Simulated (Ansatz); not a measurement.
# Molecular dynamics of CH₂FMg, charge +1

Input file:

```yaml
crystal:
  periodic: [false, false, false]
  atoms:
    - { symbol: F, position_ang: [-1.516582, -1.055322, 0.226827] }
    - { symbol: C, position_ang: [-0.226929, -0.916044, 0.358907] }
    - { symbol: Mg, position_ang: [0.459364, 1.152232, -0.342223] }
    - { symbol: H, position_ang: [0.124423, -1.962546, 0.520626] }
    - { symbol: H, position_ang: [1.064564, 2.204895, -1.587767] }
total_charge: 1
basis:
  gaussian: { orbitals: cc-pVDZ }
hamiltonian:
  xc: pbe
  dispersion: d4
md:
  timestep: 0.5
  n_steps: 166
  ensemble: nvt_langevin
  temperature: 1000.0
  initial_velocities: maxwell_boltzmann
  seed: 550868
  friction: 0.01
```

Run as:

```bash
$ ansatz run input.yaml --threads 1 --pin off --max-ram 2048MiB --backend cpu --events-out ev --progress --plain --runs-dir out
```

It goes on from the last frame of an earlier run, with new velocities.

Output, in part (step lines, the closing report, with atoms numbered from 0):

```
md step     0: t =     0.00 fs  T =   800.0 K  F+E_penalty+E_count = -9213.00938046 eV  E_kin = 0.517040 eV  (30 SCF iters)
[... lines left out ...]
Total energy: -9212.66178248 eV, -338.5590759396 hartree
Atom 0 at    -1.510954    -1.269300     0.359468 Å, force     0.168754    -0.258851    -0.457287 eV/Å
Atom 1 at    -0.478098    -0.601780    -0.062922 Å, force     0.032076     1.217287     1.010423 eV/Å
Atom 2 at    -0.178435     1.526786     0.329653 Å, force    -0.269865    -0.452087     0.085284 eV/Å
Atom 3 at     0.485890    -1.039058     0.314993 Å, force    -0.078658    -0.733556    -0.060874 eV/Å
Atom 4 at    -0.096020     0.510197     1.852595 Å, force     0.147692     0.227207    -0.577546 eV/Å
Dipole moment:     0.539142     1.376102    -0.273114 e Å
```

The steps, from the saved trajectory:

| time (fs) | T (K) | potential energy less start (eV) |
| --- | --- | --- |
| 0.0 | 800 | 0.000 |
| 2.5 | 1114 | -0.034 |
| 5.0 | 1020 | 0.031 |
| 7.5 | 807 | 0.151 |
| 10.0 | 635 | 0.191 |
| 12.5 | 1035 | 0.095 |
| 15.0 | 1042 | 0.009 |
| 17.5 | 934 | 0.029 |
| 20.0 | 1130 | 0.101 |
| 22.5 | 1087 | 0.152 |
| 25.0 | 1203 | 0.106 |
| 27.5 | 1518 | 0.066 |
| 30.0 | 1453 | 0.113 |
| 32.5 | 1311 | 0.200 |
| 35.0 | 995 | 0.257 |
| 37.5 | 1096 | 0.262 |
| 40.0 | 1440 | 0.226 |
| 42.5 | 1499 | 0.283 |
| 45.0 | 1223 | 0.391 |
| 47.5 | 1328 | 0.391 |
| 50.0 | 1435 | 0.373 |
| 52.5 | 1572 | 0.371 |
| 55.0 | 1309 | 0.480 |
| 57.5 | 1411 | 0.548 |
| 60.0 | 1470 | 0.565 |
| 62.5 | 1167 | 0.569 |
| 65.0 | 1199 | 0.484 |
| 67.5 | 1066 | 0.513 |
| 70.0 | 1158 | 0.477 |
| 72.5 | 1406 | 0.395 |
| 75.0 | 1346 | 0.417 |
| 77.5 | 1079 | 0.467 |
| 80.0 | 934 | 0.487 |
| 82.5 | 1255 | 0.368 |

The run went to its last step. The mean temperature of the second half is 29 % above the set value. A run of 0.083 ps of so small a system gives no equilibrium averages. Limits of this set-up: the dipole of an ion depends on the origin.

The same pairs are bonded in the first frame and the last. Pairs count as bonded within 1.25 times the sum of covalent radii (0.12 Å more for H–H).

Last frame:

```xyz
5
Properties=species:S:1:pos:R:3
F -1.511 -1.269 0.359
C -0.478 -0.602 -0.063
Mg -0.178 1.527 0.330
H 0.486 -1.039 0.315
H -0.096 0.510 1.853
```

Run time: 6.5 min on 1 CPU thread of a shared host.
